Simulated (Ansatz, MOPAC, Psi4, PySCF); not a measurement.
Gas-phase reaction in SMILES: C(OC)[SiH2]C=C [ethenyl(methoxymethyl)silane] + 2 C (CH4) + O (H2O) + [SiH4] (SiH4) → C=C (C2H4) [ethene] + 2 CO (CH4O) [methanol] + 2 [SiH3]C (CH6Si) [methylsilane]

Wanted: bond separation energy (enthalpy at 298 K), in kcal/mol. Set-up: non-relativistic; valence correlation only; 6-31G* and kin with 6d, 5d where marked; no spin-orbit coupling; dispersion terms only where a functional's name holds one; 6-311+G** with 5d, 6d on Na to Ar in Ansatz (an electronic-structure program). Basis-set limits of correlation are two-point, X^-3; Hartree-Fock from the larger set. The bracket is a focal-point correction in the basis named. Ab initio and DFT rows: single points at B3LYP-D3(BJ) geometries (Ansatz), with unscaled harmonic terms from B3LYP/6-31G* (Ansatz) at its own minima. Semi-empirical rows: MOPAC heats of formation at their own minima for 298 K.

Coupled cluster (Ansatz) is a level with limits of its own, used here on species with T1 under 0.025 (0.045 for open shells) and stable references: RI-MP2/CBS(cc-pV(T+d)Z,cc-pV(Q+d)Z)+[CCSD(T)-MP2]/cc-pV(T+d)Z.

Value to compare with, RI-MP2/CBS(cc-pV(T+d)Z,cc-pV(Q+d)Z)+[CCSD(T)-MP2]/cc-pV(T+d)Z (Ansatz): 6.5 kcal/mol.

| level | program | bond separation energy (enthalpy at 298 K) (kcal/mol) | difference |
|---|---|---|---|
| AM1 | MOPAC | -4.9 | -11.4 |
| PM6 | MOPAC | -2.0 | -8.5 |
| MNDO | MOPAC | 5.2 | -1.3 |
| HF/6-31G* | Ansatz | 4.1 | -2.4 |
| SVWN5/6-31G* | Ansatz | 8.7 | 2.2 |
| PBE/6-311+G** | Ansatz | 5.0 | -1.5 |
| BP86/def2-SVP | PySCF | 4.0 | -2.5 |
| B3LYP/STO-3G | Ansatz | 5.1 | -1.4 |
| B3LYP/6-31G* | Ansatz | 6.0 | -0.5 |
| B3LYP/cc-pVDZ | Ansatz | 3.9 | -2.6 |
| B3LYP/6-311+G** | Ansatz | 4.2 | -2.3 |
| M06-2X/6-311+G** | PySCF | 6.1 | -0.4 |
| wB97X-D/6-31G* | Psi4 | 6.6 | 0.1 |
| B3PW91/6-31G* (5d) | PySCF | 5.1 | -1.4 |
| PBE0/def2-TZVPD | Ansatz | 4.0 | -2.5 |
| wB97M-V/def2-TZVPD | Ansatz | 5.7 | -0.8 |
| B2PLYP-D3(BJ)/def2-TZVPD | Ansatz + dftd3 | 6.8 | 0.3 |

Among the 14 habitual levels, AM1 lies farthest from RI-MP2/CBS(cc-pV(T+d)Z,cc-pV(Q+d)Z)+[CCSD(T)-MP2]/cc-pV(T+d)Z (Ansatz) (-11.4 kcal/mol); 2 of 14 lie above it, and their mean absolute difference is 2.7 kcal/mol, the median 1.9. One case shows no general order.

The levels are drawn from those run, B3LYP/6-31G* more often than the rest, none by its result; left out are runs that failed, that the program found above a lower state of the same kind, or whose <S^2> lies over 0.5 above the pure value.
